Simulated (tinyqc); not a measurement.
Inside a calculation. Method: G0W0 on RHF in the sto-3g basis, for H2O, spin multiplicity 1. One step of it, computed by the program tinyqc.

Task: G0W0 on Hartree-Fock: HOMO. W(p,q,m) = sqrt2 sum_ia (pq|ia) (X+Y)_ia,m; Sigma_c(x) = sum_(i,m) W^2/(x - e_i + w_m) + sum_(a,m) W^2/(x - e_a - w_m); solve x = e_p + Sigma_c(x) by Newton steps; Z = 1/(1 - dSigma/dx); 1 hartree = 27.211386 eV.

orbital energies (hartree): MO1 -20.269078, MO2 -1.228111, MO3 -0.544975, MO4 -0.462402, MO5 -0.393760, MO6 0.517049, MO7 0.592151

Two-electron integrals over orbitals (pq|rs), unique and non-zero (hartree):
```
(11|11) 4.746428    (21|11) -0.424798   (21|21) 0.060202    (22|11) 1.014383
(22|21) -0.014472   (22|22) 0.725207    (31|31) 0.011225    (32|31) 0.017532
(32|32) 0.133532    (33|11) 0.782484    (33|21) -0.004776   (33|22) 0.628355
(33|33) 0.608444    (41|11) 0.179136    (41|21) -0.023179   (41|22) 0.013882
(41|33) 0.006082    (41|41) 0.025032    (42|11) -0.151725   (42|21) 0.008738
(42|22) -0.017398   (42|33) 0.003241    (42|41) 0.017047    (42|42) 0.128276
(43|31) -0.003322   (43|32) 0.023558    (43|43) 0.054779    (44|11) 0.934521
(44|21) -0.011663   (44|22) 0.657389    (44|33) 0.575137    (44|41) -0.008668
(44|42) -0.093884   (44|44) 0.707113    (51|51) 0.025977    (52|51) 0.032947
(52|52) 0.148312    (53|53) 0.027571    (54|51) -0.012965   (54|52) -0.047261
(54|54) 0.050700    (55|11) 1.115355    (55|21) -0.011993   (55|22) 0.751630
(55|33) 0.614017    (55|41) 0.005050    (55|42) -0.081960   (55|44) 0.692156
(55|55) 0.880159    (61|11) -0.199997   (61|21) 0.030590    (61|22) -0.000610
(61|33) 0.000919    (61|41) 0.002184    (61|42) 0.021269    (61|44) -0.016944
(61|55) -0.005350   (61|61) 0.027675    (62|11) 0.274626    (62|21) -0.005792
(62|22) 0.135903    (62|33) 0.073361    (62|41) 0.018706    (62|42) 0.028150
(62|44) 0.062531    (62|55) 0.144480    (62|61) 0.010893    (62|62) 0.098368
(63|31) 0.003221    (63|32) -0.030462   (63|43) -0.033067   (63|63) 0.066864
(64|11) 0.265658    (64|21) -0.003575   (64|22) 0.119114    (64|33) 0.050688
(64|41) 1.43e-06    (64|42) -0.055879   (64|44) 0.131850    (64|55) 0.146180
(64|61) -0.002982   (64|62) 0.057130    (64|64) 0.097473    (65|51) 0.013221
(65|52) 0.051515    (65|54) 0.004214    (65|65) 0.035530    (66|11) 0.809092
(66|21) -0.007582   (66|22) 0.609586    (66|33) 0.561153    (66|41) 0.018526
(66|42) 0.046665    (66|44) 0.553532    (66|55) 0.591052    (66|61) 0.009513
(66|62) 0.098949    (66|64) 0.053797    (66|66) 0.596300    (71|31) 0.014494
(71|32) 0.021509    (71|43) -0.004373   (71|63) 0.003619    (71|71) 0.018746
(72|31) 0.014522    (72|32) 0.049211    (72|43) -0.034681   (72|63) 0.032315
(72|71) 0.017927    (72|72) 0.065198    (73|11) 0.365785    (73|21) -0.007134
(73|22) 0.152749    (73|33) 0.089798    (73|41) -0.000447   (73|42) -0.083907
(73|44) 0.138446    (73|55) 0.197772    (73|61) -0.006284   (73|62) 0.068901
(73|64) 0.101388    (73|66) 0.044770    (73|73) 0.161502    (74|31) -0.009050
(74|32) -0.076743   (74|43) -0.011468   (74|63) 0.050418    (74|71) -0.011642
(74|72) -0.015283   (74|74) 0.074020    (75|53) 0.023700    (75|75) 0.023910
(76|31) 0.007636    (76|32) 0.085103    (76|43) 0.058395    (76|63) -0.058312
(76|71) 0.009551    (76|72) -0.009035   (76|74) -0.061429   (76|76) 0.108752
(77|11) 0.825909    (77|21) -0.008428   (77|22) 0.606846    (77|33) 0.589495
(77|41) 0.004149    (77|42) -0.012900   (77|44) 0.578043    (77|55) 0.604156
(77|61) -0.003254   (77|62) 0.060654    (77|64) 0.045019    (77|66) 0.558043
(77|73) 0.083864    (77|77) 0.595818
```

excitation energies w (hartree): [0.979294, 1.032625, 1.063725, 1.091284, 1.276616, 1.446949, 1.950153, 1.968689, 20.841409, 20.898700]

X + Y:
```
            1         2          3          4          5          6          7          8
1>6  0.000000  0.000000   0.000094   0.000000   0.000000   0.001766   0.000000  -0.001619
1>7  0.000000  0.000000   0.000000  -0.001680   0.001156   0.000000  -0.003413   0.000000
2>6  0.000000  0.000000  -0.054225   0.000000   0.000000  -0.306407   0.000000   0.903252
2>7  0.000000  0.000000   0.000000  -0.093453  -0.034411   0.000000   0.963188   0.000000
3>6  0.000000  0.000000   0.000000   0.712915   0.626970   0.000000   0.053370   0.000000
3>7  0.000000  0.000000  -0.429689   0.000000   0.000000   0.778453   0.000000   0.180150
4>6  0.000000  0.000000   0.871833   0.000000   0.000000   0.319771   0.000000   0.108007
4>7  0.000000  0.000000   0.000000  -0.675729   0.659577   0.000000  -0.021262   0.000000
5>6  0.964400  0.000000   0.000000   0.000000   0.000000   0.000000   0.000000   0.000000
5>7  0.000000  0.977119   0.000000   0.000000   0.000000   0.000000   0.000000   0.000000

             9         10
1>6   0.998673   0.000000
1>7   0.000000   0.999102
2>6   0.000176   0.000000
2>7   0.000000   0.000301
3>6   0.000000   0.000035
3>7  -0.000066   0.000000
4>6  -0.000027   0.000000
4>7   0.000000  -0.000113
5>6   0.000000   0.000000
5>7   0.000000   0.000000
```

Give: The 12 largest terms at x = e_p; Newton steps; quasiparticle energy of the HOMO; Hartree-Fock value.

Result:

The 12 largest terms at x = e_p (hartree; W for the signs of X + Y given):
```
q  m       W       term
5  6   0.221      0.034
5  8   0.257      0.034
2  1   0.070   2.72e-03
5  3   0.049   2.25e-03
6  1   0.048  -1.24e-03
3  2   0.033   9.06e-04
7  2   0.033  -5.41e-04
4  1   0.006   3.15e-05
1  1   0.018   1.56e-05
5  9  -0.008   2.73e-06
```

Newton steps (hartree):
```
step       x  Sigma_c(x)      Z
0     -0.394       0.072  0.956
1     -0.325       0.069  0.959
2     -0.325       0.069  0.959
3     -0.325       0.069  0.959
```

quasiparticle energy of the HOMO = -8.849 eV

Hartree-Fock value = -10.715 eV
